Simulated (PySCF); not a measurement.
## Reproducing measurements on cyclohexene

**Experimental background.**

From NIST CCCBDB Release 22 (SRD 101), experimental dipoles, for the gas: dipole moment 0.331 D.

How close the calculation comes is told at the end.

Species: cyclohexene, C₆H₁₀.
Numbering: `[CH:1]1=[CH:2][CH2:3][CH2:4][CH2:5][CH2:6]1` (hydrogens: H7 on C1; H8 on C2; H9, H10 on C3; H11, H12 on C4; H13, H14 on C5; H15, H16 on C6)

Cartesian coordinates in Å at the PBE0-D3(BJ)/def2-TZVP level; atoms count from 1:
```xyz
16
C6H10 angstrom
C     -0.077    1.420    0.599
C      1.144    0.904    0.501
C      1.423   -0.450   -0.073
C      0.223   -1.010   -0.825
C     -1.058   -0.795   -0.033
C     -1.317    0.690    0.186
H     -0.200    2.421    1.002
H      1.996    1.484    0.844
H      2.295   -0.395   -0.734
H      1.713   -1.135    0.735
H      0.135   -0.502   -1.793
H      0.372   -2.072   -1.038
H     -0.961   -1.290    0.940
H     -1.910   -1.257   -0.539
H     -2.096    0.831    0.943
H     -1.716    1.143   -0.732
```

The PySCF runs (gas phase, on this PBE0-D3(BJ)/def2-TZVP geometry; no spin–orbit coupling):

```json
{"level": "PBE0-D3(BJ)/def2-TZVP, grid level 2", "job": "geometry optimisation from a GFN2-xTB start shaken at random", "basis functions": "246", "wall time": "2.8 min"}
{"level": "B97-2/pcSseg-2", "job": "shieldings, ring-centre shieldings", "basis functions": "356", "wall time": "40 s"}
{"level": "KT3/pcSseg-2", "job": "shieldings, ring-centre shieldings", "basis functions": "356", "wall time": "55 s"}
{"level": "PBE0/pcSseg-2", "job": "shieldings, ring-centre shieldings, charges and field gradients, density and orbital grids written", "basis functions": "356", "wall time": "47 s"}
{"level": "wB97X-D/pcSseg-2", "job": "shieldings, ring-centre shieldings", "basis functions": "356", "wall time": "53 s"}
```

Hardware: one thread, Intel Xeon 6975P-C (x86_64), shared host.

Results beside the measurements:

**Dipole moment.** Measured: 0.331 D (NIST CCCBDB Release 22 (SRD 101), experimental dipoles).

```csv
level,computed (D),computed − measured (D),% (from the printed values)
PBE0-D3(BJ)/def2-TZVP,0.344,+0.013,+4
B97-2/pcSseg-2,0.365,+0.034,+10
KT3/pcSseg-2,0.368,+0.037,+11
PBE0/pcSseg-2,0.368,+0.037,+11
wB97X-D/pcSseg-2,0.369,+0.038,+11
```

All 5 levels lie above the measurement. The computed dipoles belong to one fixed geometry; measured ones are averaged over vibrations unless marked μe. Magnitudes are compared, not signs.

No measured geometry was used, and the causes of the misses weren't examined.
